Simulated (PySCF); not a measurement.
**Stretching Na2**

Set-up: Na jorge-DZP-DKH; spin-free X2C with a Gaussian nucleus (PySCF 2.14). Energies in eV from Na + Na in their ground configurations at the same level. State: ¹Σg⁺ (singlet), closed shell.

All columns are PBE0.

```tsv
R (Å)	E (eV)	HOMO (eV)	LUMO (eV)	Mayer bond order	⟨S²⟩
2.653	-0.556	-3.75	-1.20	1.00	0.00
2.776	-0.625	-3.70	-1.23	1.00	0.00
2.900	-0.667	-3.66	-1.27	1.00	0.00
2.992	-0.683	-3.63	-1.30	1.00	0.00
3.085	-0.688	-3.60	-1.33	1.00	0.00
3.178	-0.684	-3.57	-1.36	1.00	0.00
3.301	-0.666	-3.54	-1.41	1.00	0.00
3.455	-0.629	-3.49	-1.47	1.00	0.00
3.640	-0.568	-3.45	-1.54	1.00	0.00
3.887	-0.469	-3.39	-1.63	1.00	0.00
```

Closed-shell solutions of metal pairs were not tested for spin polarisation, which can lower them a little.
